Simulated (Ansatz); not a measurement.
Born–Oppenheimer molecular dynamics of C₃H₈O₂S (14 atoms, charge 0, multiplicity 1). It starts from a relaxed structure.

Computed with UKS B3LYP-D4/STO-3G (Ansatz).

```json
{
  "ensemble": "NVE (velocity Verlet)",
  "time step": "0.5 fs",
  "steps asked": "141",
  "starting velocities drawn for": "3000 K",
  "seed": "741231"
}
```

Frames 5 fs apart, positions in Å.

Velocities at 0.0 fs (Å/ps):

```
C -12.47 -3.66 -1.74
O 16.16 -7.33 -1.29
C -10.24 -25.58 -25.35
C -11.36 16.12 1.95
O 0.60 7.20 2.91
S 4.48 -1.46 7.60
H 7.71 -63.53 10.70
H -16.40 105.23 4.36
H -28.16 35.71 -38.18
H 39.55 37.27 -35.00
H 11.61 106.39 78.41
H 22.73 -81.72 11.87
H -26.27 -11.84 -30.88
H -13.27 77.37 30.93
```

```xyz
14
Properties=species:S:1:pos:R:3 time_fs=0.0 energy_less_start_eV=0.000 T=3000
C -1.482 0.855 -0.820
O -0.717 1.017 0.429
C 0.481 0.144 0.389
C 0.151 -1.391 0.260
O 1.327 0.452 -0.764
S 1.272 0.569 2.021
H -0.823 0.870 -1.713
H -2.075 -0.084 -0.835
H -2.180 1.712 -0.870
H -0.223 -1.619 -0.749
H 1.061 -1.985 0.435
H -0.610 -1.674 1.002
H 1.533 1.449 -0.614
H 2.269 -0.344 1.856
14
Properties=species:S:1:pos:R:3 time_fs=5.0 energy_less_start_eV=2.601 T=1332
C -1.528 0.875 -0.830
O -0.645 0.983 0.419
C 0.434 0.047 0.283
C 0.099 -1.331 0.268
O 1.331 0.474 -0.756
S 1.286 0.567 2.058
H -0.825 0.585 -1.656
H -2.394 0.064 -0.780
H -2.155 1.784 -1.036
H -0.006 -1.505 -0.832
H 1.135 -1.558 0.729
H -0.510 -1.962 0.978
H 1.391 1.518 -0.708
H 2.444 -0.161 1.958
14
Properties=species:S:1:pos:R:3 time_fs=10.0 energy_less_start_eV=2.071 T=1670
C -1.575 0.877 -0.827
O -0.618 0.975 0.391
C 0.405 0.084 0.262
C 0.107 -1.361 0.267
O 1.342 0.482 -0.769
S 1.292 0.566 2.088
H -0.982 0.413 -1.629
H -2.464 0.193 -0.654
H -1.884 1.915 -1.161
H 0.205 -1.712 -0.767
H 1.075 -1.588 0.650
H -0.621 -1.911 0.839
H 1.163 1.472 -0.663
H 2.610 -0.066 1.957
14
Properties=species:S:1:pos:R:3 time_fs=15.0 energy_less_start_eV=1.638 T=1952
C -1.585 0.877 -0.817
O -0.658 1.009 0.347
C 0.430 0.159 0.313
C 0.166 -1.450 0.237
O 1.350 0.484 -0.790
S 1.297 0.559 2.110
H -1.185 0.275 -1.674
H -2.573 0.412 -0.398
H -1.640 1.920 -1.165
H 0.217 -1.994 -0.747
H 1.086 -2.042 0.661
H -0.855 -1.686 0.743
H 1.024 1.497 -0.705
H 2.465 0.136 1.843
14
Properties=species:S:1:pos:R:3 time_fs=20.0 energy_less_start_eV=1.963 T=1743
C -1.584 0.875 -0.798
O -0.722 1.062 0.306
C 0.519 0.167 0.389
C 0.237 -1.566 0.215
O 1.340 0.506 -0.798
S 1.283 0.556 2.123
H -1.399 0.136 -1.610
H -2.626 0.679 -0.315
H -1.604 1.939 -1.226
H 0.046 -1.970 -0.796
H 0.788 -2.259 0.831
H -0.764 -1.441 0.583
H 1.165 1.487 -0.979
H 2.635 0.163 1.568
14
Properties=species:S:1:pos:R:3 time_fs=25.0 energy_less_start_eV=3.249 T=916
C -1.615 0.886 -0.798
O -0.740 1.095 0.308
C 0.609 0.151 0.432
C 0.276 -1.619 0.199
O 1.330 0.518 -0.796
S 1.280 0.548 2.117
H -1.533 -0.005 -1.452
H -2.667 0.973 -0.394
H -1.680 1.818 -1.418
H 0.081 -1.816 -0.874
H 0.560 -2.371 1.034
H -0.786 -1.437 0.575
H 1.289 1.511 -1.145
H 2.370 0.324 1.529
14
Properties=species:S:1:pos:R:3 time_fs=30.0 energy_less_start_eV=2.035 T=1696
C -1.675 0.915 -0.818
O -0.709 1.102 0.348
C 0.635 0.138 0.411
C 0.253 -1.589 0.224
O 1.339 0.505 -0.795
S 1.265 0.540 2.108
H -1.609 -0.128 -1.235
H -2.777 1.031 -0.408
H -1.564 1.600 -1.742
H 0.407 -1.799 -0.864
H 0.629 -2.333 0.887
H -0.799 -1.571 0.473
H 1.234 1.510 -0.923
H 2.601 0.442 1.477
14
Properties=species:S:1:pos:R:3 time_fs=35.0 energy_less_start_eV=1.916 T=1769
C -1.717 0.917 -0.839
O -0.663 1.093 0.391
C 0.579 0.107 0.358
C 0.220 -1.490 0.239
O 1.360 0.481 -0.790
S 1.265 0.534 2.087
H -1.697 -0.173 -0.978
H -2.721 1.136 -0.437
H -1.404 1.379 -1.797
H 0.701 -1.822 -0.716
H 0.958 -2.225 0.795
H -0.900 -1.735 0.279
H 1.134 1.500 -0.572
H 2.570 0.587 1.705
14
Properties=species:S:1:pos:R:3 time_fs=40.0 energy_less_start_eV=1.849 T=1814
C -1.696 0.880 -0.808
O -0.626 1.076 0.409
C 0.471 0.057 0.319
C 0.226 -1.402 0.233
O 1.377 0.476 -0.771
S 1.260 0.526 2.062
H -1.847 -0.225 -0.838
H -2.717 1.388 -0.472
H -1.258 1.270 -1.797
H 0.701 -1.695 -0.712
H 0.902 -1.806 0.940
H -0.730 -1.880 0.143
H 1.240 1.451 -0.494
H 2.610 0.744 1.894
14
Properties=species:S:1:pos:R:3 time_fs=45.0 energy_less_start_eV=2.316 T=1514
C -1.641 0.830 -0.721
O -0.621 1.052 0.394
C 0.378 0.079 0.300
C 0.261 -1.367 0.194
O 1.382 0.474 -0.738
S 1.247 0.517 2.040
H -2.059 -0.195 -0.806
H -2.386 1.642 -0.636
H -1.205 1.151 -1.677
H 0.702 -1.583 -0.803
H 0.722 -1.591 1.264
H -0.719 -1.923 0.205
H 1.487 1.518 -0.647
H 2.658 0.829 1.822
14
Properties=species:S:1:pos:R:3 time_fs=50.0 energy_less_start_eV=1.844 T=1819
C -1.569 0.807 -0.636
O -0.667 1.037 0.367
C 0.377 0.193 0.302
C 0.278 -1.400 0.177
O 1.382 0.469 -0.712
S 1.234 0.509 2.023
H -2.259 -0.084 -0.701
H -2.223 1.765 -0.604
H -1.020 0.868 -1.665
H 0.877 -1.675 -0.703
H 0.623 -1.694 1.102
H -0.755 -1.726 0.253
H 1.649 1.460 -0.760
H 2.385 0.809 1.539
14
Properties=species:S:1:pos:R:3 time_fs=55.0 energy_less_start_eV=2.394 T=1464
C -1.553 0.809 -0.641
O -0.728 1.046 0.383
C 0.484 0.277 0.342
C 0.270 -1.413 0.166
O 1.389 0.457 -0.712
S 1.210 0.500 2.010
H -2.328 0.035 -0.428
H -2.120 1.762 -0.644
H -0.962 0.565 -1.568
H 0.966 -1.876 -0.577
H 0.792 -2.021 1.066
H -0.842 -1.561 0.060
H 1.635 1.450 -0.709
H 2.393 0.837 1.131
```

Of the whole run (70 fs, mean temperature of the second half 1538 K): The conserved energy stayed within 1.7 meV per atom of its start (net change 0.86 meV per atom), so the integration is sound. The temperature averaged 0.51 of the 3000 K drawn at the start: a run that starts near a minimum puts about half its kinetic energy into the potential. A run of 0.07 ps of so small a system gives no equilibrium averages. Limits of this set-up: minimal basis.

Run time: 10 min on 1 thread of Arm Neoverse V2, on a shared host, peak memory 0.17 GiB.
